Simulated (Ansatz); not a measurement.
A made-up structure of CH₃AlB, doublet:

B1  (-0.620, -0.543, -0.339)
C2  (0.152, 0.547, 0.215)
Al3  (1.268, -1.359, -0.093)
H4  (-1.723, -0.766, -0.706)
H5  (1.215, 0.596, 0.516)
H6  (-0.177, -1.604, -0.302)
(Å)

It is relaxed with PBE-D4/def2-SVP and then PBE0-D4/def2-TZVP (Ansatz 0.2.0). Atoms count as bonded within 1.22 times the sum of their covalent radii (H–H: 0.88 Å). The end point is not checked to be a true minimum.

(1) Does its bonding change? (A judgement: the text doesn't fix the answer.)

## Answers

(1) By the calculation: No: no bond forms or breaks.

Where it ends: The first stage lowers the energy by 2.31 eV in 9 steps. It ends as CH₃AlB ([H]1[BH]2[CH][Al]12):
```
6
angstrom
B -0.5654 -0.6350 -0.3068
C 0.5818 0.1170 0.1979
Al 1.3985 -1.5172 0.0065
H -1.7032 -0.3668 -0.5501
H 0.7197 1.1436 0.4962
H -0.3163 -1.8713 -0.5525
```

Labels in which every atom is bracketed show which atoms are joined, not bond orders.

For scale, one of the runs: PBE0-D4/def2-TZVP relaxation, 117 basis functions, launched by `ansatz run in.yaml --threads 2 --pin off --events-out ev --progress --plain --max-ram 4352MiB`. Hardware: 2 CPU threads of an Arm Neoverse V2, shared host. Wall time about 17 s.
